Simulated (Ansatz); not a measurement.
```yaml
crystal:
  periodic: [false, false, false]
  atoms:
    - {symbol: N, position_ang: [-1.457534, 0.198436, -0.314681]}
    - {symbol: As, position_ang: [0.316708, -0.062011, 0.062727]}
    - {symbol: H, position_ang: [-1.889386, 1.052251, 0.008452]}
    - {symbol: H, position_ang: [-2.055813, -0.584345, -0.091107]}
    - {symbol: H, position_ang: [0.658240, 1.383909, -0.207031]}
basis:
  gaussian: {orbitals: def2-TZVP}
magnetization: {spin_polarized: true, initial_magnetization: 1}
hamiltonian: {xc: pbe0}
relax: {f_tol: 0.004, max_steps: 80}
```

```sh
$ ansatz run in.yaml --threads 1 --pin off --events-out ev --progress --plain --max-ram 2176MiB
```

Steps of the relaxation (energy above the last step; positions in Å, forces in eV/Å):

```
5
step 1, 13.0 meV
N    -1.458    0.198   -0.315   -0.274   -0.039    0.099
As    0.317   -0.062    0.063   -0.003   -0.313    0.005
H    -1.889    1.052    0.008    0.089    0.066   -0.093
H    -2.056   -0.584   -0.091    0.087   -0.039   -0.012
H     0.658    1.384   -0.207    0.101    0.326    0.001
```

```
5
step 2, 3.3 meV
N    -1.466    0.187   -0.315   -0.135    0.053    0.097
As    0.318   -0.071    0.030    0.018   -0.065   -0.023
H    -1.883    1.059   -0.019    0.066   -0.021   -0.076
H    -2.063   -0.588   -0.061    0.072   -0.003   -0.017
H     0.667    1.401   -0.176   -0.021    0.037    0.018
```

```
5
step 3, 1.4 meV
N    -1.466    0.180   -0.315   -0.080    0.004    0.096
As    0.324   -0.086   -0.004   -0.024    0.156   -0.029
H    -1.866    1.069   -0.050    0.054   -0.086   -0.043
H    -2.062   -0.584   -0.030    0.030    0.037   -0.038
H     0.643    1.409   -0.143    0.020   -0.112    0.015
```

```
5
step 5, 0.2 meV
N    -1.468    0.177   -0.304    0.015    0.038    0.024
As    0.325   -0.079   -0.011   -0.024    0.005   -0.004
H    -1.871    1.068   -0.057    0.007   -0.010   -0.012
H    -2.067   -0.587   -0.031    0.022   -0.010   -0.006
H     0.654    1.409   -0.139   -0.020   -0.023   -0.002
```

```
5
step 8, 0.0 meV
N    -1.466    0.180   -0.298   -0.006    0.003    0.001
As    0.325   -0.080   -0.010    0.000   -0.001    0.001
H    -1.873    1.070   -0.057    0.002   -0.001   -0.001
H    -2.065   -0.588   -0.035    0.004   -0.001   -0.001
H     0.651    1.407   -0.141   -0.001    0.000    0.000
```

```
5
step 9, 0.0 meV
N    -1.466    0.180   -0.298    0.000    0.000   -0.001
As    0.325   -0.080   -0.010    0.002    0.000    0.000
H    -1.873    1.070   -0.057   -0.001    0.002    0.000
H    -2.065   -0.588   -0.035   -0.001   -0.002    0.000
H     0.651    1.407   -0.141    0.000    0.000    0.000
```

Close pairs at the end: N1–H3 1.007 Å, N1–H4 1.008 Å, As2–H5 1.528 Å, N1–As2 1.833 Å.

A stationary point of unrestricted PBE0 after 9 steps, with ⟨S²⟩ = 0.755 against 0.75 for a pure state; no frequencies were run, so it isn't proven a minimum. 62 s on 1 thread of Arm Neoverse N1, shared host.
